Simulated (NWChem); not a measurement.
## CH (+1)

```xyz
2

C      0.0000     0.0000     0.1639
H      0.0000     0.0000    -0.9833
```
Charge +1, spin multiplicity 1.

Program: NWChem. All single points use one geometry, from PBE0/def2-SVP, a minimum by its harmonic frequencies.

Static limit.

The correlated methods keep 1 core orbital frozen. The structure started from a generated list of species.

Problem. Give the polarisability tensor in bohr³ at CCSD linear response/Sadlej pVTZ, 1 core orbitals frozen, in the frame of the coordinates, and its isotropic mean.

Solution. 
```
6.76  0.00  0.00
0.00  6.76  0.00
0.00  0.00  8.49
```
Mean (one third of the trace): 7.34 bohr³.
